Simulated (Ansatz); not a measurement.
# CH5SSi: ladder of methods at one geometry from a Python script

Aim: a ladder of methods at one geometry, for CH5SSi, run from a script. SMILES: [CH2]S[SiH3].

Computed with Ansatz 0.2.0 through its Python package. The levels of theory stand in the script.

## Step 1: The structure

Bond lengths: C1–S2 1.815 Å, S2–Si3 2.148 Å, C1–H4 1.109 Å, C1–H5 1.110 Å, Si3–H6 1.471 Å, Si3–H7 1.471 Å, Si3–H8 1.470 Å. Angles: C1–S2–Si3 92.7°, S2–C1–H4 109.3°, S2–C1–H5 109.8°, H4–C1–H5 109.1°, S2–Si3–H6 109.6°, S2–Si3–H7 109.5°, S2–Si3–H8 109.4°, H6–Si3–H7 109.5°, H6–Si3–H8 109.4°, H7–Si3–H8 109.4°.

No structure file is read: the coordinates are typed or built in the script.

## Step 2: Script

Input file methods.py:

```python
'''CH5SSi at several levels of theory.'''

import warnings

import ansatz
from ase import Atoms

BASIS_SET = 'def2-SVP'

warnings.simplefilter('ignore', ansatz.DeckWarning)

atoms = Atoms(['C', 'S', 'Si', 'H', 'H', 'H', 'H', 'H'], positions=[
    [1.5992, -0.1808, 0.0381],
    [0.341, 0.0325, 1.3292],
    [-1.273, -0.0392, -0.0871],
    [2.5788, -0.395, 0.5122],
    [1.6825, 0.7485, -0.5633],
    [-1.1286, 1.0592, -1.0543],
    [-1.247, -1.3263, -0.798],
    [-2.5529, 0.101, 0.6231],
])
ch5ssi = ansatz.Crystal.molecule_from_ase(atoms)

job = ch5ssi.calculation().basis(gaussian=BASIS_SET).spin('collinear', total=1)

methods = ['mp2', 'ccsd', 'ccsd_t']
reports = [job.correlation(m).run(threads=1, pin='off').report for m in methods]
print(f'Hartree-Fock reference {reports[0]["reference_energy_ev"] / 27.211386246:.6f} Ha')
best = reports[-1]['free_energy_ev'] - reports[-1]['reference_energy_ev']
for method, each in zip(methods, reports):
    gained = each['free_energy_ev'] - each['reference_energy_ev']
    print(f'{method:8s} total {each["free_energy_ev"] / 27.211386246:.6f} Ha  correlation {gained:9.4f} eV  ({100 * gained / best:.1f} % of the last)')
```

## Step 3: The calls as engine input

The package turns the script's settings into the engine's input (first run):

```yaml
crystal:
  periodic: [false, false, false]
  atoms:
    - { symbol: C, position_ang: [1.5992, -0.1808, 0.0381] }
    - { symbol: S, position_ang: [0.341, 0.0325, 1.3292] }
    - { symbol: Si, position_ang: [-1.273, -0.0392, -0.0871] }
    - { symbol: H, position_ang: [2.5788, -0.395, 0.5122] }
    - { symbol: H, position_ang: [1.6825, 0.7485, -0.5633] }
    - { symbol: H, position_ang: [-1.1286, 1.0592, -1.0543] }
    - { symbol: H, position_ang: [-1.247, -1.3263, -0.798] }
    - { symbol: H, position_ang: [-2.5529, 0.101, 0.6231] }
basis:
  gaussian:
    orbitals: def2-SVP
magnetization:
  spin_polarized: true
  initial_magnetization: 1.0
correlation:
  method: mp2
```

## Step 4: The run

Launch:

```bash
$ python methods.py
```

The program printed:

```text
Hartree-Fock reference -726.952004 Ha
mp2      total -727.302461 Ha  correlation   -9.5364 eV  (84.5 % of the last)
ccsd     total -727.354822 Ha  correlation  -10.9612 eV  (97.2 % of the last)
ccsd_t   total -727.366564 Ha  correlation  -11.2807 eV  (100.0 % of the last)
```

It took 9.6 s on 1 thread of Intel Xeon 6975P-C (Granite Rapids), shared host; peak memory 0.41 GiB.

## Step 5: What changed from run to run

The engine's inputs for the other runs:

Run 2, against run 1:

```diff
@@ -19 +19 @@
-  method: mp2
+  method: ccsd
```

Run 3, against run 1:

```diff
@@ -19 +19 @@
-  method: mp2
+  method: ccsd_t
```

Lines on the test bed's own set-up are left out of the output.

## Step 6: What each run gave

The 3 runs, in the order started:

```tsv
run	method	energy (eV)	<S²>	iterations in all	CPU time (s)
1	mp2	-19790.9082	0.76	12	0.6
2	ccsd	-19792.3330	0.76	50	3.7
3	ccsd_t	-19792.6525	0.76	50	5
```

Correlation energies (total less mean field):

```tsv
method	correlation (eV)	share of the last	miss against the last (eV)	CPU time (s)
mp2	-9.536	84.5 %	+1.744	0.6
ccsd	-10.961	97.2 %	+0.320	3.7
ccsd_t	-11.281	100.0 %	+0.000	5
```

## Step 7: Results

```
                    quantity       value
               runs compared           3
correlation energy, last run  -11.281 eV
```

mp2 catches 85 % of the correlation energy of ccsd_t. The dearest, run 3 (ccsd_t), took some 8.3 times as long as run 1 (mp2). Caveats:
- The geometry is a force-field or estimated start, not a minimum of this method, and the basis set is short of its limit. A lower total doesn't mark the better method: functionals have no common bound, and MP2 and coupled cluster aren't variational.
- The species is open-shell (spin multiplicity 2).
- Inner cores stay frozen, so this is valence correlation.
